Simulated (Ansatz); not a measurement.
# HF (singlet): wave-function methods side by side, cc-pVTZ

An exercise on one series of results from a longer session: the logs are not shown, and one member is left open.

Program: Ansatz 0.2.0, Gaussian basis. Level of theory: cc-pVTZ, core rule «outside noble gas», up to 1 orbitals frozen. These are calculated values, not measurements.

Plan: UHF; CCSD(T) on RHF; BCCD(T) on RHF; CISD; CCSDT(Q) on RHF; CISDTQ; CCSDTQ on RHF; CASSCF and MRCISD+Q, 8 electrons in 5 orbitals; CASSCF and MRCISD+Q(relaxed), 8 electrons in 5 orbitals; CASSCF and NEVPT2, 8 electrons in 5 orbitals.

9 further runs of the same task are left out: 9 set aside as unsound or not needed.

## The system

The geometry is an MP2(full)/6-31G* stationary point (not a proven minimum).

2 atoms, charge 0, spin multiplicity 1.

Atoms are counted from 1 here; the program's logs count them from 0.

Bond lengths: F1–H2 0.934 Å.

The first run:

in.yaml reads:

```yaml
crystal:
  periodic: [false, false, false]
  atoms:
    - {symbol: F, position_ang: [0.000000, 0.000000, 0.000000]}
    - {symbol: H, position_ang: [0.000000, 0.000000, 0.933891]}
basis:
  gaussian: {orbitals: cc-pVTZ}
magnetization: {spin_polarized: true, initial_magnetization: 0}
hamiltonian: {xc: hf}
output: {orbitals: {seedname: orbitals}}
```

On the command line:

```
> ansatz run in.yaml --threads 1 --pin off --events-out ev --progress --plain --max-ram 8192MiB --backend cpu
```

Among the steps run: UHF; CCSD(T) on RHF; BCCD(T) on RHF; CISD; CCSDT(Q) on RHF; CISDTQ; CCSDTQ on RHF; CASSCF and MRCISD+Q, 8 electrons in 5 orbitals; CASSCF and MRCISD+Q(relaxed), 8 electrons in 5 orbitals; CASSCF and NEVPT2, 8 electrons in 5 orbitals.

One of the session's tables, all rows but one given; the rest of the session is left out.

It belongs to the step «Misses and costs». 

```
                   method  from RCCSDTQ (meV)
                      RHF             +7656.8
                     RMP2              +239.3
                     CISD                   ?
                    RCCSD              +182.2
                 RCCSD(T)                +6.8
                  BCCD(T)                +6.2
                   RCCSDT                +5.9
                   CISDTQ               +12.7
                RCCSDT(Q)                -0.9
                  RCCSDTQ                   0
           CASSCF valence             +6974.3
           NEVPT2 valence              +781.4
           MRCISD valence              +345.1
         MRCISD+Q valence               +74.6
MRCISD+Q(relaxed) valence               +56.3
```

**Question.** Estimate the row for CISD.

**Answer.** from RCCSDTQ (meV): +430.8. In the column «from RCCSDTQ (meV)» it lies between MRCISD valence (+345.1) and NEVPT2 valence (+781.4).
